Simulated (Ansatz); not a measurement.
Basis-set extrapolation for O₂P, SMILES `[O]P=O` radical (PBE0-D4/def2-TZVP geometry, frozen core, Ansatz 0.2.0). Multiplicity 2, UHF reference.

```tsv
	def2-TZVPP	def2-QZVPP
HF	-490.535295	-490.553716
MP2 correlation	-0.603113	-0.651869
CCSD(T) correlation	-0.629373	-0.675644
```

Energies in hartree. Use E(X) = E(∞) + A·exp(−7.88·√X) for Hartree–Fock and E(X) = E(∞) + B·X^(−2.97) for correlation, with X = 3 and 4.

What is the CCSD(T) energy at the basis-set limit?

HF limit: -490.553716 + (-0.018421) × 0.13774 = -490.55625. Correlation limit: -0.675644 + (-0.046271) × 0.74074 = -0.70992. Total: -491.26617 hartree, 266.5 kJ/mol below CCSD(T)/def2-TZVPP.
